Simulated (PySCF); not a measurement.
Compound: BH7N2.
Bonds: N1–B2, B2–N3. Hydrogens: H4, H5 on N1; H6, H7 on B2; H8, H9, H10 on N3.

Computed by this run: PySCF 2.14.0, PBE0-D3(BJ)/def2-SVP geometry optimisation, gas phase; density fitting, grid level 1; the optimiser is geomeTRIC in internal coordinates, started from a GFN2-xTB structure with every atom displaced at random (about 0.01 Å).

Step 1: E = -3764.0409 eV
```
atom  x, y, z in Å  |  force x, y, z in eV/Å
N1     -1.4421   -0.2058   -0.1602    0.028  -0.313   0.130
B2     -0.2395    0.5762   -0.3453    0.514   0.131  -0.158
N3      1.1994   -0.2590    0.3483   -0.266  -0.408  -0.004
H4     -1.7287   -0.9323   -0.8039   -0.018   0.136   0.070
H5     -2.0267   -0.1442    0.6602   -0.020   0.004  -0.015
H6      0.1573    0.6294   -1.5046   -0.060   0.171  -0.084
H7     -0.1461    1.5963    0.3256   -0.171   0.160  -0.067
H8      1.3281   -1.1500   -0.1373    0.035   0.090   0.101
H9      0.9684   -0.4679    1.3186    0.124  -0.045   0.073
H10     2.0830    0.2539    0.3197   -0.167   0.074  -0.046
```

Step 2: E = -3763.8699 eV
```
atom  x, y, z in Å  |  force x, y, z in eV/Å
N1     -1.3324   -0.2180   -0.1441   -0.965  -0.064   0.087
B2     -0.1864    0.6481   -0.3729   -0.650  -1.104   0.211
N3      1.1141   -0.3434    0.3813    0.958   1.217  -0.497
H4     -1.6443   -0.9389   -0.7791    0.018   0.141  -0.081
H5     -1.9163   -0.1588    0.6781   -0.024   0.064  -0.053
H6      0.0977    0.7218   -1.5642    0.503   0.028   0.137
H7     -0.2055    1.6946    0.2644    0.352  -0.069   0.081
H8      1.3109   -1.2181   -0.1026   -0.197   0.002  -0.094
H9      0.9771   -0.5480    1.3688   -0.241   0.061   0.024
H10     1.9379    0.2571    0.2913    0.245  -0.276   0.185
```

Step 3: E = -3764.0467 eV
```
atom  x, y, z in Å  |  force x, y, z in eV/Å
N1     -1.3906   -0.2127   -0.1536   -0.351  -0.107   0.078
B2     -0.2142    0.6143   -0.3683   -0.053  -0.579   0.196
N3      1.1533   -0.3034    0.3648    0.316   0.559  -0.294
H4     -1.6949   -0.9423   -0.7824    0.020   0.107  -0.052
H5     -1.9672   -0.1537    0.6737    0.002   0.063  -0.048
H6      0.1452    0.6886   -1.5390    0.155   0.060   0.046
H7     -0.1793    1.6440    0.2949    0.101   0.041  -0.016
H8      1.3194   -1.1848   -0.1192   -0.089  -0.025  -0.023
H9      0.9729   -0.5092    1.3452   -0.094  -0.005   0.052
H10     2.0082    0.2557    0.3050   -0.006  -0.115   0.060
```

**Question.** Estimate the geometry and energy of step 4. (The exact step hangs on the optimiser's Hessian estimate; all steps are aligned on step 3, rigid shifts and turns removed.)

**Answer.** E = -3764.0764 eV, largest force 0.297 eV/Å
```
atom  x, y, z in Å  |  force x, y, z in eV/Å
N1     -1.4056   -0.2213   -0.1470   -0.079  -0.186  -0.020
B2     -0.2081    0.5776   -0.3599    0.166  -0.060   0.240
N3      1.1539   -0.2769    0.3508    0.096   0.036  -0.039
H4     -1.7197   -0.9347   -0.7874   -0.043   0.027  -0.044
H5     -1.9847   -0.1494    0.6767   -0.010   0.071  -0.051
H6      0.1901    0.6763   -1.5181   -0.080   0.016  -0.028
H7     -0.1651    1.6086    0.3046    0.001   0.105  -0.046
H8      1.3086   -1.1630   -0.1292   -0.018  -0.036  -0.009
H9      0.9669   -0.4872    1.3312   -0.040   0.007   0.008
H10     2.0167    0.2663    0.2994    0.008   0.019  -0.012
```

The energy changes by -0.0296 eV. The first-order estimate −F·Δx gives -0.0548 eV and the mean of the old and new forces, exact on a quadratic surface, -0.0288 eV. The step makes an angle of 58° with the force vector and moves no atom by more than 0.051 Å.

What follows is the cost of the whole optimisation. Hardware: one thread of an Arm Neoverse V1, no GPU, shared host. Cost: 32 s wall, 0.33 GiB resident at most.
